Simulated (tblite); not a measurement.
Compound: C₃H₄O (triplet state).
Cartesian coordinates in Å at the GFN2-xTB level; atoms count from 1:
```xyz
8
C3H4O angstrom
C      0.9296   -0.1601    0.8380
C      0.0784    0.5037   -0.1037
C     -0.9903   -0.2328   -0.7096
O      0.2664    1.7075   -0.3925
H      1.7328    0.3889    1.2934
H      0.7878   -1.1931    1.0949
H     -1.6314    0.2612   -1.4159
H     -1.1642   -1.2658   -0.4736
```

The geometry is computed with GFN2-xTB (gas phase). This method treats the open shell by occupation alone, without spin polarisation.

Take the most abundant isotopes and a rigid rotor. 

Q: What are A, B and C (MHz)?

A: Ia = 44.38, Ib = 49.09, Ic = 93.47 u·Å²; 505379 MHz·u·Å²/I gives A = 11388, B = 10295, C = 5407 MHz.

Q: Classify the top.

A: An asymmetric top: κ = (2 × 10295 − 11388 − 5407)/(11388 − 5407) = 0.63.

Q: What does the inertial defect say?

A: Planar: Δ = Ic − Ia − Ib = 0.00 u·Å². For a rigid frame Δ = −2 Σ m c², so it vanishes when all atoms lie in the ab plane; here none is more than 0.01 Å from it.

For this open shell read J as N, the rotation without spin; fine and hyperfine splittings come on top. Its GFN2-xTB frequencies are all real (lowest 239 cm⁻¹). Zero-point vibration and centrifugal distortion are left out.
